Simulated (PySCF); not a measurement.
Work out the structure from these simulated measurements.

Formula: C2H2ClNO.

| Property | Result |
| --- | --- |
| Polarisability | 56.9 au [PBE0/def2-SVPD] |
| NMR, other nuclei | isotropic shieldings of nuclei other than C and H, by class: -867 (1 N), -1772 (1 O), 687 (1 Cl) ppm [GIAO PBE0/pcSseg-1] |
| Rotational structure | rotational constants A, B, C: 40.357, 1.522, 1.467 GHz [PBE0-D3(BJ)/def2-SVP] |
| UV, first state | lowest singlet excitation: 1.50 eV (827 nm, f = 0.000) [TDDFT PBE0/def2-SVPD] |
| 1H NMR | chemical shifts (computed TMS as zero) by class: 9.28 (1 H), 6.53 (1 H) ppm [GIAO PBE0/pcSseg-1] |
| 13C NMR | chemical shifts (computed TMS as zero) by class: 189.9 (1 C), 165.1 (1 C) ppm [GIAO PBE0/pcSseg-1] |
| Valence photoelectron | vertical ionisation energy: 8.97 eV [ΔSCF PBE0/def2-SVPD] |
| UV, strongest line | among the 10 lowest singlet transitions: S3 at 5.17 eV (240 nm, f = 0.423) [TDDFT PBE0/def2-SVPD] |
| Dipole | 2.67 D [PBE0/def2-SVPD] |

The electronic properties come from PySCF, for the isolated species, density fitting. Levels stand in brackets. The structure is a single PBE0-D3(BJ)/def2-SVP conformer in the gas phase; no vibrational or solvent corrections. NMR values are class means; diastereotopic atoms form classes of their own.

Task: Give a SMILES that accounts for the data.

Result: Numbering: `[O:1]=[N:2]/[CH:3]=[CH:4]/[Cl:5]`. Its formula, C2H2ClNO, gives 2 degrees of unsaturation: 0 rings and 2 π bonds in the structure found. 2 carbons fall into 2 classes; from least to most shielded: vinylic C–Cl carbon [C4] (189.9 ppm), vinylic carbon bearing nitrogen [C3] (165.1 ppm). Hydrogen classes from least to most shielded: 1 H on a vinylic C–Cl carbon, C4 (9.28 ppm), 1 H on a vinylic carbon bearing nitrogen, C3 (6.53 ppm). The other shieldings belong to: -867 ppm, nitroso nitrogen [N2]; -1772 ppm, nitroso oxygen [O1]; 687 ppm, vinyl chlorine [Cl5]. S1 is mainly HOMO→LUMO (weight 0.98); the largest Löwdin shares of the orbital it empties are 0.51 on the nitroso oxygen, 0.36 on the nitroso nitrogen and 0.10 on the vinylic carbon bearing nitrogen, of the orbital it fills 0.31 on the nitroso oxygen, 0.29 on the nitroso nitrogen, 0.23 on the vinylic C–Cl carbon and 0.09 on the vinyl chlorine. The optimised geometry has point group Cs and is an asymmetric top. Structure: `O=N/C=C/Cl`. The assignments are read from this structure; whether some other isomer fits the data as well wasn't checked.

The values belong to the conformer `[O:1]=[N:2]/[CH:3]=[CH:4]/[Cl:5]`: O1–N2–C3–C4 180°.
